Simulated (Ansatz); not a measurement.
A made-up structure of B₂NH₂, doublet:

```xyz
5
angstrom
B -1.8328 -1.0114 1.5508
B -0.5633 -0.3113 0.4811
N 0.5092 0.2806 -0.4307
H 1.4537 0.7650 -0.0430
H 0.4333 0.2770 -1.5582
```

It is relaxed with PBE-D4/def2-SVP and then PBE0-D4/def2-TZVP (Ansatz 0.2.0). Atoms count as bonded within 1.22 times the sum of their covalent radii (H–H: 0.88 Å). The end point is not checked to be a true minimum.

(1) Does its bonding change? (A judgement: the text doesn't fix the answer.)

## Answers

(1) By the calculation: No: no bond forms or breaks.

Where it ends: The first stage lowers the energy by 0.99 eV in 7 steps. It ends as B₂NH₂ ([B][B][NH2]):
B1  (-1.635, -0.904, 1.386)
B2  (-0.505, -0.276, 0.428)
N3  (0.453, 0.253, -0.385)
H4  (1.298, 0.680, -0.037)
H5  (0.389, 0.246, -1.392)
(Å)

Labels in which every atom is bracketed show which atoms are joined, not bond orders.

For scale, one of the runs: PBE0-D4/def2-TZVP relaxation, 105 basis functions, launched by `ansatz run in.yaml --threads 2 --pin off --events-out ev --progress --plain --max-ram 4352MiB`. Hardware: 2 CPU threads of an Intel Xeon Platinum 8259CL, shared host. Wall time about 41 s.
